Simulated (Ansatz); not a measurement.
CH5Si (SMILES C[SiH2]): the energy, rung by rung

CH5Si has 7 atoms, charge 0, and is taken as a doublet. As SMILES, `C[SiH2]`. The coordinates come from a PBE0-D4/def2-TZVP relaxation.

```xyz
7

C    -0.1226   -0.8032    0.0952
Si    0.1762    1.0348    0.3140
H    -0.2048   -1.0549   -0.9666
H     0.6992   -1.3833    0.5195
H    -1.0471   -1.1077    0.5895
H    -0.9515    1.8464   -0.2257
H     1.4506    1.4680   -0.3260
```

Quantity: the energy change with the C1–Si2 bond stretched from 1.875 to 3.750 Å, in eV. The values are calculated.

| level | kind | program | value (eV) | less FCI/STO-3G | CPU time (all runs) |
| --- | --- | --- | --- | --- | --- |
| U-revPBE/STO-3G | GGA | Ansatz | 4.56 | +0.36 | 4.9 s |
| UPBE/STO-3G | GGA | Ansatz | 4.77 | +0.57 | 5.2 s |
| UPBE0/STO-3G | global hybrid | Ansatz | 4.76 | +0.56 | 6 s |
| U-wB97X/STO-3G | range-separated hybrid | Ansatz | 4.76 | +0.56 | 29 s |
| UCAM-B3LYP/STO-3G | range-separated hybrid | Ansatz | 4.68 | +0.48 | 6.2 s |
| UB2PLYP/STO-3G | double hybrid | Ansatz | 4.47 | +0.27 | 8.2 s |
| UBCCD(T)/STO-3G | coupled cluster or CI | Ansatz | 4.20 | 0.00 | 0.78 s |
| UCCSDT/STO-3G | coupled cluster or CI | Ansatz | 4.20 | 0.00 | 2.1 s |
| FCI/STO-3G | exact in the basis | Ansatz | 4.20 | 0.00 | 57 s |

FCI/STO-3G is exact within its basis and frozen core, so for wave-function methods in that basis the difference is their error; functionals converge differently with the basis, so for them it is only a difference. The first shape isn't each level's own minimum. The values span 4.20 to 4.77 eV. Spin contamination of the reference (⟨S²⟩ at least 0.1 too high) touches U-revPBE/STO-3G, UPBE/STO-3G, UPBE0/STO-3G, U-wB97X/STO-3G, UCAM-B3LYP/STO-3G, UB2PLYP/STO-3G, UBCCD(T)/STO-3G, UCCSDT/STO-3G. All rows use very small basis sets, so none should be taken for the real molecule's value. Times are those of the runs behind each value, whatever else they computed, on shared processors of several kinds: orders of magnitude only.
